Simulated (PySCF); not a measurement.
# How good is the calculation?

Geometry (Å), atoms numbered from 1 in this order:
```xyz
5

C     0.006   -0.006   -0.008
H     0.885   -0.176   -0.630
H    -0.491   -0.956    0.185
H    -0.679    0.665   -0.524
H     0.312    0.442    0.937
```

What is known from experiment: σ ¹³C C1 195.0; σ ¹H H2/H3/H4/H5 30.63 ppm (measured; gas, zero density; Jackowski, Slowinski, Molecules 2023, 28, 1499).
δ ¹³C C1 -5.9; δ ¹H H2/H3/H4/H5 0.18 ppm (measured; solution, TFE-d3, 298 K; Fulmer et al., Organometallics 2010, 29, 2176).
δ ¹³C C1 -4.6; δ ¹H H2/H3/H4/H5 0.22 ppm (measured; solution, CDCl3, 298 K; Fulmer et al., Organometallics 2010, 29, 2176).
δ ¹³C C1 -4.9; δ ¹H H2/H3/H4/H5 0.19 ppm (measured; solution, THF-d8, 298 K; Fulmer et al., Organometallics 2010, 29, 2176). Coupling constants: ¹J(C1,H2) 125.3 Hz, ¹J(C1,H2) 120.0 Hz, ¹J(C1,H2) 125.0 Hz, ²J(H2,H3) -12.4 Hz.

Calculated, not measured (PySCF 2.14): geometry from PBE0-D3(BJ)/def2-TZVP, σ from GIAO-B97-2/pcSseg-2, B3LYP/pcJ-2 coupling constants. One conformer, non-relativistic, one averaged value for each set of equivalent atoms, gas phase.

Q: How close does the calculation come?

A: 
Reference values: measured (gas, zero density; Jackowski, Slowinski, Molecules 2023, 28, 1499).
| atoms | quantity | reference | computed |
| --- | --- | --- | --- |
| C1 | σ ¹³C | 195.0 | 190.1 |
| H2/H3/H4/H5 | σ ¹H | 30.63 | 31.39 |

Reference values: measured (solution, TFE-d3, 298 K; Fulmer et al., Organometallics 2010, 29, 2176).
```tsv
atoms	quantity	reference	computed	computed, scaled
C1	δ ¹³C	-5.9	-4.8	-6.7
H2/H3/H4/H5	δ ¹H	0.18	0.24	0.37
```

Reference values: measured (solution, CDCl3, 298 K; Fulmer et al., Organometallics 2010, 29, 2176).
```tsv
atoms	quantity	reference	computed	computed, scaled
C1	δ ¹³C	-4.6	-4.8	-6.7
H2/H3/H4/H5	δ ¹H	0.22	0.24	0.37
```

Reference values: measured (solution, THF-d8, 298 K; Fulmer et al., Organometallics 2010, 29, 2176).
```csv
atoms,quantity,reference,computed,"computed, scaled"
C1,δ ¹³C,-4.9,-4.8,-6.7
H2/H3/H4/H5,δ ¹H,0.19,0.24,0.37
```

Absolute shieldings are compared as such; zero-point and thermal motion, absent here, lowers them by some tenths of a ppm for H, a few ppm for C and up to about 10 ppm for F.

Computed shifts are σ(ref) − σ with the named reference compound (TMS for H and C) calculated as an isolated molecule at the same level. The measured values may be among those fitted. Shieldings were converted by linear fits to measured shifts (mostly CDCl3, TMS scale, for H and C): ¹H: δ = 29.81 − 0.938σ (rms 0.14 ppm, 293 shifts, 0.16 ppm with the 4 outliers that the fit left out); ¹³C: δ = 176.83 − 0.965σ (rms 2.0 ppm, 507 shifts, 2.1 ppm with the 1 outlier that the fit left out). A few per cent of atoms miss by over 2 rms, more outside the fitted compound classes.

Coupling constants in Hz:
```tsv
coupling	reference	computed	source
¹J(C1,H2)	125.3	132.2	measured; gas, zero-density limit; Jackowski, Slowinski, Molecules 2023, 28, 1499
¹J(C1,H2)	120.0	132.2	experiment minus calculated vibrational correction (empirical equilibrium); gas (equilibrium); T. W. Keal, PhD thesis, Durham 2005 (values of Ruden, Lutnaes, Helgaker, Ruud 2003)
¹J(C1,H2)	125.0	132.2	measured; liquid or solution (compiled); San Fabian, Garcia de la Vega, Suardiaz et al., Magn. Reson. Chem. 2013, 51, 775 (SI)
²J(H2,H3)	-12.4	-13.1	measured; UCL NMR lecture notes, Spin-Spin Coupling (L3_3_97)
```

Q: How far are the unscaled ¹³C shifts from the references?

A: Mean signed difference +0.33 ppm, mean absolute 0.47 ppm over 3 comparisons; the largest is +1.1 ppm at C1 (methane carbon).

Q: How far are the unscaled ¹H shifts from the references?

A: Mean signed difference +0.04 ppm, mean absolute 0.04 ppm over 3 comparisons; the largest is +0.06 ppm at H2/H3/H4/H5 (hydrogen on a methane carbon).

12 of the 54 published NMR values on file for this molecule are compared. The rest: values from further sources, protons in aromatic solvents, values whose atom or origin is in doubt, other calculations.
